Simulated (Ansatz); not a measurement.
How methods differ on BHO2 (oxoborinic acid)

The species is BHO2 (4 atoms), meant as a singlet with charge 0. SMILES: `O=BO`. The shape is that of a PBE0-D4/def2-TZVP optimisation.

```tsv
atom	x (Å)	y (Å)	z (Å)
O	-1.5551	0.5235	0.4285
B	-0.4239	0.1320	0.2486
O	0.8167	-0.3020	0.1086
H	1.1623	-0.3535	-0.7857
```

Quantity: the energy change with the B2–O3 bond stretched from 1.322 to 1.983 Å, in eV. The values are calculated.

```
                        level                    kind  program  value (eV)  less FCI/STO-3G  CPU time (all runs)
    SVWN5/STO-3G (restricted)                     LDA   Ansatz        4.01            +0.84                  1 s
     PBE0/STO-3G (restricted)           global hybrid   Ansatz        3.94            +0.77                1.5 s
  r2SCAN0/STO-3G (restricted)         hybrid meta-GGA   Ansatz        4.10            +0.93                3.6 s
CAM-B3LYP/STO-3G (restricted)  range-separated hybrid   Ansatz        3.94            +0.77                1.8 s
    wB97X/STO-3G (restricted)  range-separated hybrid   Ansatz        3.92            +0.75                6.6 s
      MP2/STO-3G (restricted)     perturbation theory   Ansatz        3.78            +0.61               0.16 s
  CCSD(T)/STO-3G (restricted)   coupled cluster or CI   Ansatz        3.19            +0.02               0.26 s
     CCSD/STO-3G (restricted)   coupled cluster or CI   Ansatz        3.18            +0.01               0.25 s
                   FCI/STO-3G      exact in the basis   Ansatz        3.17             0.00                 19 s
```

FCI/STO-3G is exact within its basis and frozen core, so for wave-function methods in that basis the difference is their error; functionals converge differently with the basis, so for them it is only a difference. The first shape isn't each level's own minimum. The values span 3.17 to 4.10 eV. All rows use very small basis sets, so none should be taken for the real molecule's value. In so small a basis fixed costs decide the times, and correlated methods can beat functionals. CPU times are rough (shared hosts, several kinds of processor and program).
